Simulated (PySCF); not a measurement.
## Other spins and charges of CO, triplet at one geometry

Geometry (PBE0/def2-TZVP stationary point for this spin):

| atom | x (Å) | y (Å) | z (Å) |
| --- | --- | --- | --- |
| O | 0.0000 | 0.0000 | 0.0000 |
| C | 0.0000 | 0.0000 | 1.1955 |

Basis 6-31G; PySCF 2.14.0. Correlated methods freeze the noble-gas cores. R marks a restricted (for open shells ROHF) determinant, U an unrestricted one.

Gaps are energies of the second state less the first, at fixed atoms, for a selection of the levels run; mean-field and cluster levels share one orbital occupation for each state, and full CI takes the lowest of the symmetries tried.

Unrestricted rows (U, and Kohn–Sham where it breaks symmetry) aren't spin-pure: their determinants' ⟨S²⟩ exceeds S(S+1) by up to 0.62, so they mix in states of higher spin, at the starting point too. A value is left out where its run failed or describes another state than the reference as far as symmetry and spin tell, or, spin-broken singlets apart, can't be checked.

**Question.** PBE gives 8.411 eV for removing an electron, to the doublet. Estimate what full CI gives in 6-31G.

**Answer.** Full CI in 6-31G gives 7.654 eV, so against it PBE is off by 0.757 eV, of which a good part can be the reference's own basis and frozen-core error.

```tsv
level	gap (eV)	error (meV)	⟨S²⟩ where 0.1 over S(S+1) (first / second)
UHF	8.562	908	2.28 / 1.37
RMP2	7.412	-242	– / –
UCCSD(T)	7.750	96	2.28 / 1.37
RCCSDT	7.664	10	– / –
r2SCAN	8.689	1035	– / –
PBE0	8.751	1097	– / –
B3LYP	8.717	1063	– / –
wB97M-V	8.490	836	– / –
B2PLYP	8.246	592	– / 0.87
```

Singlet less triplet: -5.470 eV at full CI (triplet B1, singlet A1, in C2v).

```tsv
level	gap (eV)	error (meV)
RHF	-4.754	716
RMP2	-5.691	-221
RCCSD	-5.383	87
RCCSD(T)	-5.479	-9
RCCSDT	-5.469	1
PBE	-5.391	79
r2SCAN	-5.230	240
PBE0	-5.295	175
B3LYP	-5.437	33
wB97M-V	-5.740	-270
B2PLYP	-5.568	-98
```

**Question.** PBE gives 6.145 eV for quintet less triplet. Estimate what full CI gives in 6-31G.

**Answer.** Full CI in 6-31G gives 5.601 eV, so against it PBE is off by 0.544 eV, of which a good part can be the reference's own basis and frozen-core error.

```csv
level,gap (eV),error (meV),⟨S²⟩ where 0.1 over S(S+1) (first / second)
RHF,3.305,-2296,– / –
UHF,3.598,-2003,2.28 / –
RMP2,5.671,70,– / –
UMP2,5.154,-447,2.28 / –
RCCSD,5.420,-181,– / –
UCCSD,5.460,-141,2.28 / –
RCCSD(T),5.565,-36,– / –
UCCSD(T),5.549,-52,2.28 / –
RCCSDT,5.581,-20,– / –
UCCSDT,5.582,-19,2.28 / –
r2SCAN,5.573,-28,– / –
PBE0,5.576,-25,– / –
B3LYP,5.891,290,– / –
wB97M-V,5.871,270,– / –
B2PLYP,5.835,234,– / –
```

In so small a basis the reference is far from its limit while semilocal and hybrid functionals are nearer theirs (RPA and double hybrids share part of the reference's basis error), so the functionals' errors here hold much of the reference's basis and frozen-core error, which can add to them or hide them. The set has no polarisation functions, which weighs most on the reference.

Full CI is exact within this basis and frozen core; it isn't the basis-set limit. The frozen core follows each run's orbitals, which can shift R against U totals by a few meV.
